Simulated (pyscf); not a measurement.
H₃Si–SeH (SMILES [SiH3][SeH]) + H₂ (SMILES [H][H]) → H₃Si–SeH (SMILES [SiH3][SeH]) + H₂ (SMILES [H][H]) (four-centre exchange; singlet surface; H–Si, H–H broken, H–Si, H–H formed). Structures and frequencies: ωB97X-D3(BJ)/def2-SVP in PySCF. Energies in kcal/mol from the separated reactants.

| level | barrier | reaction energy |
|---|---|---|
| PBE/def2-TZVP | 56.2 | 0.0 |
| r²SCAN/def2-TZVP | ? | 0.0 |
| B3LYP-D3(BJ)/def2-TZVP | 63.0 | 0.0 |
| PBE0-D3(BJ)/def2-TZVP | 58.8 | 0.0 |
| ωB97M-D3(BJ)/def2-TZVP | ? | 0.0 |
| HF/def2-TZVP | 80.6 | 0.0 |

Problem. Complete the blanks.

Solution. 
- r²SCAN/def2-TZVP, barrier: 59.1
- ωB97M-D3(BJ)/def2-TZVP, barrier: 63.6

The functionals in the table span 7.4 kcal/mol in this barrier, from PBE to ωB97M-D3(BJ)/def2-TZVP. At the saddle there is also a short H–Si contact that neither side keeps. The same reactants have a lower exit, to H₂Se + SiH₄ (barrier +56.9 kcal/mol at ωB97M-D3(BJ)/def2-TZVP, against +63.6 kcal/mol here). One saddle was located; it need not be the lowest between these sides. Elements up to Kr have no core potential and no relativistic terms here.
